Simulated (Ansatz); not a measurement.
A made-up structure of CH3AlF (charge -1), closed shell:

C1  (-0.595, 0.009, -0.851)
Al2  (0.447, -0.002, 0.648)
F3  (1.903, -0.867, 0.841)
H4  (2.547, -1.500, 0.954)
H5  (-0.409, -0.529, -1.782)
H6  (0.172, 0.795, 2.031)
(Å)

It is relaxed with PBE-D4/def2-SVPD and then PBE0-D4/def2-TZVPD (Ansatz 0.2.0). Atoms count as bonded within 1.22 times the sum of their covalent radii (H–H: 0.88 Å). The end point is not checked to be a true minimum.

**Question.** Does its bonding change? (A judgement: the text doesn't fix the answer.)

**Answer.** By the calculation: Yes. Formed: C1–H4; broken: F3–H4.

Where it ends: The first stage lowers the energy by 2.81 eV in 40 steps. It ends as CH₃AlF ([CH2][AlH][F]), total charge -1:
```csv
atom,x (Å),y (Å),z (Å)
C1,0.4796,-0.6080,-0.6794
Al2,0.8211,-0.1490,1.0546
F3,2.1691,-0.6516,1.9694
H4,1.0893,-1.2467,-1.3199
H5,-0.4127,-0.2381,-1.1904
H6,-0.0822,0.7991,2.0076
```

Labels in which every atom is bracketed show which atoms are joined, not bond orders.

For scale, one of the runs: PBE0-D4/def2-TZVPD relaxation, 147 basis functions, launched by `ansatz run in.yaml --threads 2 --pin off --events-out ev --progress --plain --max-ram 4352MiB`. The run took about 36 s on 2 CPU threads of an Arm Neoverse V2 (shared host).
